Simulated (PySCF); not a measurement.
## Simulated absorption spectrum

C₅H₅Cl.
SMILES: `C=C1C=C1CCl`

The calculation used TDDFT B3LYP/def2-SVPD, vertical, gas phase, core orbitals frozen in the response (PySCF 2.14.0, density-fitted response routines). One conformer (not necessarily the lowest) at the PBE0-D3(BJ)/def2-SVP geometry, without solvent, vibrations or thermal averaging. Torsions of this conformer, `[CH2:1]=[C:2]1[CH:3]=[C:4]1[CH2:5][Cl:6]`: C3–C4–C5–Cl6 0°.

Broadening: Gaussians 0.25 eV wide at half height, area fixed by f = 4.319×10⁻⁹ ∫ε dν̃. The width is an assumption, not a result. The curve ends short of the highest state used, and states not computed would add to its high-energy end.

| λ (nm) | ε (L mol⁻¹ cm⁻¹) |
| --- | --- |
| 216.8 | 7 |
| 219.3 | 36 |
| 221.7 | 115 |
| 224.1 | 258 |
| 226.5 | 418 |
| 228.9 | 499 |
| 231.3 | 447 |
| 233.7 | 306 |
| 236.1 | 163 |
| 238.5 | 69 |
| 240.9 | 28 |
| 243.3 | 22 |
| 245.7 | 41 |
| 248.1 | 79 |
| 250.5 | 126 |
| 252.9 | 163 |
| 255.3 | 173 |
| 257.7 | 153 |
| 260.2 | 112 |
| 262.6 | 70 |
| 265.0 | 38 |
| 267.4 | 20 |
| 269.8 | 17 |
| 272.2 | 36 |
| 274.6 | 93 |
| 277.0 | 220 |
| 279.4 | 451 |
| 281.8 | 804 |
| 284.2 | 1256 |
| 286.6 | 1727 |
| 289.0 | 2106 |
| 291.4 | 2288 |
| 293.8 | 2229 |
| 296.2 | 1957 |
| 298.6 | 1555 |
| 301.1 | 1108 |
| 303.5 | 730 |
| 305.9 | 441 |
| 308.3 | 246 |
| 310.7 | 127 |
| 313.1 | 61 |
| 315.5 | 27 |
| 317.9 | 11 |
| 320.3 | 4 |

Problem. Locate the maxima and give the states behind the curve.

Solution. 292 nm (4.25 eV), ε about 2300, made up of S1 (100%); 255 nm (4.86 eV), ε about 170, made up of S2 (100%); 229 nm (5.41 eV), ε about 500, made up of S3 (100%) (ε in L mol⁻¹ cm⁻¹; maxima over ε = 5, shares over 10%). The states used: S1 4.25 eV (f 0.021); S2 4.86 eV (f 0.0016); S3 5.41 eV (f 0.0046); S4 6.22 eV (f 0.0007); S5 6.25 eV (f 0.0008); S6 6.32 eV (f 0.025).

Problem. On this curve, what absorbance would a 10⁻³ mol/L sample give at 254 nm over a 1 cm path?

Solution. 254 nm is 4.881 eV, where ε is about 170 L mol⁻¹ cm⁻¹, so A = ε c l ≈ 0.17 (Beer–Lambert, with the gas-phase spectrum and the assumed width).

Problem. Coming from long wavelengths, where does ε first pass 100 L mol⁻¹ cm⁻¹?

Solution. At about 311 nm (3.98 eV), 0.27 eV below S1.

Problem. What would ε be at 4.25 eV, the highest of these maxima, with half the width (0.125 eV)?

Solution. About 4580 L mol⁻¹ cm⁻¹ against 2300, a factor of about 1.99; a lone state at its own centre would give exactly 2.
